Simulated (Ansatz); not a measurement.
Computed with Ansatz on PBE0-D4/def2-TZVP structures; ΔE is electronic, products minus reactants. CBS: MP2 limit from def2 TZ/QZ plus the TZ coupled-cluster correction, frozen cores. DFT in def2-TZVPP. One conformer a species, not always the lowest.

`C/N=C(/C)F` → `CC(F)C=N`  (isomerisation)

```json
{"species": "`C/N=C(/C)F`", "r2SCAN-D4 energy (Eh)": "-272.48519"}
{"species": "`CC(F)C=N`", "r2SCAN-D4 energy (Eh)": "-272.47201"}
```

Question: Work out ΔE.

Answer: ΔE = (-272.47201) − (-272.48519) = 0.01318 Eh = +8.3 kcal/mol. CCSD(T)/CBS gives +5.2 kcal/mol.

Largest T1 diagnostic among the species: 0.012.

From PBE to PBE0 (25 % exact exchange), in def2-TZVPP and without D4, ΔE moves by −0.8 kcal/mol.
